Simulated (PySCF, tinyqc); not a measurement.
Inside a calculation. Method: CCD on RHF in the sto-6g basis, for CH2, spin multiplicity 1. The lowest restricted solution is unstable here: a spin-polarised one lies 0.0301 hartree lower (PySCF). One step of it, computed by the program tinyqc.

Problem. Iteration 8 (converged): orbitals. Diagonalise F' = X^T F X, C = X C', fill 4 alpha and 4 beta electrons from the bottom; D = 2 C_occ C_occ^T. Each column has its largest component positive (the first on a tie).

converged F (hartree), lower triangle:
```
             1C 1s      1C 2s    1C 2px     1C 2py     1C 2pz      2H 1s      3H 1s
1C 1s   -11.149767
1C 2s    -2.851251  -1.373649
1C 2px    0.000000   0.000000  0.228248
1C 2py    0.000437   0.005505  0.000000  -0.189617
1C 2pz   -0.025188  -0.068865  0.000000   0.005400  -0.224360
2H 1s    -0.574044  -0.595930  0.000000  -0.341328  -0.261647  -0.400526
3H 1s    -0.614785  -0.622035  0.000000   0.349237  -0.267259  -0.174028  -0.423782
```

X, lower triangle:
```
            1C 1s      1C 2s    1C 2px     1C 2py     1C 2pz      2H 1s     3H 1s
1C 1s    1.025332
1C 2s   -0.145120   1.220981
1C 2px   0.000000   0.000000  1.000000
1C 2py   0.000424  -0.007333  0.000000   1.133028
1C 2pz  -0.010205   0.107900  0.000000  -0.003525   1.058870
2H 1s    0.021827  -0.276396  0.000000  -0.234246  -0.152202   1.184519
3H 1s    0.022295  -0.294141  0.000000   0.245803  -0.160181  -0.022652  1.201995
```

Give: F' = X^T F X; orbital energies; coefficients C; D after iteration 8.

Solution.

F' = X^T F X (hartree), lower triangle:
```
          1        2       3        4        5        6        7
1  -10.9483
2   -1.4545  -0.6047
3    0.0000   0.0000  0.2282
4    0.0001  -0.0047  0.0000   0.1048
5   -0.0446   0.1270  0.0000  -0.0002  -0.0940
6   -0.0713  -0.3752  0.0000  -0.3888  -0.2614  -0.0099
7   -0.0833  -0.3941  0.0000   0.4001  -0.2693  -0.0364  -0.0040
```

orbital energies (hartree): MO1 -11.1520, MO2 -0.7978, MO3 -0.4918, MO4 -0.2995, MO5 0.2282, MO6 0.5564, MO7 0.6287

coefficients C:
```
            MO1      MO2      MO3      MO4     MO5      MO6      MO7
1C 1s    0.9960  -0.2103  -0.0049   0.1219  0.0000   0.1466   0.0289
1C 2s    0.0177   0.7065   0.0237  -0.5862  0.0000  -0.8984  -0.1888
1C 2px   0.0000   0.0000   0.0000   0.0000  1.0000   0.0000   0.0000
1C 2py  -0.0002  -0.0097   0.5257   0.0027  0.0000  -0.1866   1.0430
1C 2pz   0.0042   0.1438  -0.0038   0.7736  0.0000  -0.7365  -0.1422
2H 1s   -0.0040   0.2567   0.4691   0.2529  0.0000   0.9261  -0.5924
3H 1s   -0.0042   0.2757  -0.4590   0.2423  0.0000   0.6664   0.9105
```

D after iteration 8, lower triangle:
```
          1C 1s    1C 2s  1C 2px   1C 2py  1C 2pz    2H 1s   3H 1s
1C 1s    2.1022
1C 2s   -0.4050   1.6874
1C 2px   0.0000   0.0000  0.0000
1C 2py  -0.0007   0.0081  0.0000   0.5529
1C 2pz   0.1365  -0.7037  0.0000  -0.0026  1.2382
2H 1s   -0.0588   0.0882  0.0000   0.4896  0.4616   0.6998
3H 1s   -0.0608   0.0836  0.0000  -0.4866  0.4575  -0.1665  0.6908
```
